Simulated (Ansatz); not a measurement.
`C/N=C/O` → `[CH2]` (triplet) + `N=CO` at 298.15 K and 1 bar (formal loss of a carbene).

Gas-phase electronic energies from Ansatz, PBE0-D4/def2-TZVP geometries. CBS: MP2 limit from def2 TZ/QZ plus the TZ coupled-cluster correction, frozen cores. This one scheme is used for every species. Triplets are unrestricted, without spin–orbit coupling. One conformer a species, not always the lowest.

| species | CCSD(T)/CBS energy (Eh) | H − E (kJ/mol) | S (J/(mol·K)) |
| --- | --- | --- | --- |
| `C/N=C/O` | -208.96897 | 209.6 | 283.5 |
| `[CH2]` (triplet) | -39.09499 | 55.4 | 195.3 |
| `N=CO` | -169.71775 | 133.0 | 250.2 |

H − E and S are ideal-gas, rigid-rotor, harmonic terms from PBE0-D4/def2-TZVP, for one conformer and one mirror image of each species, with the whole ground term of open shells counted as degenerate. 1 Eh = 2625.50 kJ/mol, R = 8.31446 J/(mol·K).

Task: By hand: ΔE, ΔH, ΔS and ΔG.

Result: ΔE = (-39.09499) + (-169.71775) − (-208.96897) = 0.15623 Eh = 410.2 kJ/mol. Δ(H − E) = 55.4 + 133.0 − 209.6 = -21.2, so ΔH = 389.0 kJ/mol. ΔS = 195.3 + 250.2 − 283.5 = 162.0 J/(mol·K). ΔG = 389.0 − 298.15 × (162.0)/1000 = 340.7 kJ/mol.

Task: By hand: the equilibrium constant, and the temperature at which ΔG would vanish if ΔH and ΔS stayed fixed.

Result: log₁₀ K = −ΔG/(RT ln 10) = -59.7. ΔG = 0 at ΔH/ΔS = 2401 K.

The number of gas molecules changes by +1, which sets the sign of ΔS. A doubt of 5 kJ/mol in ΔE shifts log₁₀ K by 0.9 here. Other conformers and mirror images would add mixing entropy, several J/(mol·K) or more a flexible species. A triplet takes part, so the spin changes. These are equilibria of isolated gas molecules and say nothing of rates. Largest T1 diagnostic: 0.014 (customary marks: 0.02 for closed shells, 0.045 for open ones).
